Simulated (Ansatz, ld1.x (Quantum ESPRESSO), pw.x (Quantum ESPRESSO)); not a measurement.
# germanium (Ge): does the ultrasoft potential hold in the solid?

ld1.x (Quantum ESPRESSO) 7.5 input, shortened:

```
&input
   title='Ge', zed=32., rel=1, dft='PBE', iswitch=3,
   config='[Ar] 3d10 4s2 4p2 4d-2'
 /
 &inputp
   pseudotype=3, tm=.true., lloc=-1, rcloc=1.60,
   nlcc=.true., new_core_ps=.true.,
   which_augfun='PSQ', rmatch_augfun=1.50
 /
6
4S  1  0   2.00   0.00  1.55  1.90  0.0
4S  1  0   0.00  -0.40  1.55  1.90  0.0
4P  2  1   2.00   0.00  1.65  2.25  0.0
4P  2  1   0.00   0.10  1.65  2.25  0.0
4D  3  2  -2.00   0.25  1.80  3.52  0.0
4D  3  2  -2.00   2.85  1.80  3.52  0.0
 &test
   configts(1)='4s2 4p2'
 /
```

Crystal test: diamond Ge in pw.x 7.5, no spin, 8³ k-points, Fermi–Dirac smearing 0.01 Ry, cutoffs 40/380 Ry. The lattice is a test structure that the element need not adopt, and mesh and smearing are coarse.

pw.x input:

```
&control
  calculation='scf', prefix='x', pseudo_dir='./', outdir='./tmp', tstress=.true., disk_io='none'
/
&system
  ibrav=0, nat=2, ntyp=1, ecutwfc=40, ecutrho=380, nbnd=11,
  occupations='smearing', smearing='fd', degauss=0.01
/
&electrons
  conv_thr=1e-09, mixing_beta=0.4, electron_maxstep=70
/
ATOMIC_SPECIES
Ge 1.0 Ge.UPF
CELL_PARAMETERS angstrom
  0.00000000 2.88253474 2.88253474
  2.88253474 0.00000000 2.88253474
  2.88253474 2.88253474 0.00000000
ATOMIC_POSITIONS crystal
Ge 0.0000 0.0000 0.0000
Ge 0.2500 0.2500 0.2500
K_POINTS automatic
8 8 8 0 0 0
```

```bash
pw.x < Ge.scf.in > Ge.scf.out
```

Question: How does the run end?

Answer: It converges; the pressure is 0.20 GPa against 0.00 GPa from all-electron LAPW. The largest radius (3.52 bohr) exceeds half the bond length (2.36 bohr), so the spheres overlap, which is one possible source of error among others. The log shows:

```
     Exchange-correlation= PBE
     number of k points=    29  Fermi-Dirac smearing, width (Ry)=  0.0100
     iteration #  1     ecut=    40.00 Ry     beta= 0.40
     total energy              =     -45.91284479 Ry
     estimated scf accuracy    <       0.02836594 Ry
     iteration #  2     ecut=    40.00 Ry     beta= 0.40
     total energy              =     -45.91197003 Ry
     estimated scf accuracy    <       0.00907143 Ry
     iteration #  3     ecut=    40.00 Ry     beta= 0.40
     total energy              =     -45.91238303 Ry
     estimated scf accuracy    <       0.00008161 Ry
     iteration #  4     ecut=    40.00 Ry     beta= 0.40
     c_bands:  1 eigenvalues not converged
     c_bands:  1 eigenvalues not converged
     total energy              =     -45.91244924 Ry
     estimated scf accuracy    <       0.00000719 Ry
     iteration #  5     ecut=    40.00 Ry     beta= 0.40
     total energy              =     -45.91245122 Ry
     estimated scf accuracy    <       0.00000060 Ry
     iteration #  6     ecut=    40.00 Ry     beta= 0.40
     total energy              =     -45.91245149 Ry
     estimated scf accuracy    <          4.1E-09 Ry
     iteration #  7     ecut=    40.00 Ry     beta= 0.40
     total energy              =     -45.91245151 Ry
     estimated scf accuracy    <          1.4E-09 Ry
     iteration #  8     ecut=    40.00 Ry     beta= 0.40
     the Fermi energy is     5.2174 ev
!    total energy              =     -45.91245151 Ry
     estimated scf accuracy    <          1.0E-11 Ry
     smearing contrib. (-TS)   =      -0.00081068 Ry
     The total energy is F=E-TS. E is the sum of the following terms:
     one-electron contribution =       4.50325128 Ry
     hartree contribution      =       1.21088414 Ry
     xc contribution           =     -35.80319774 Ry
     ewald contribution        =     -15.82257851 Ry
     convergence has been achieved in   8 iterations
          total   stress  (Ry/bohr**3)                   (kbar)     P=        1.97
     Message from routine punch:
     Nothing written, as per user request (disk_io='none')
```
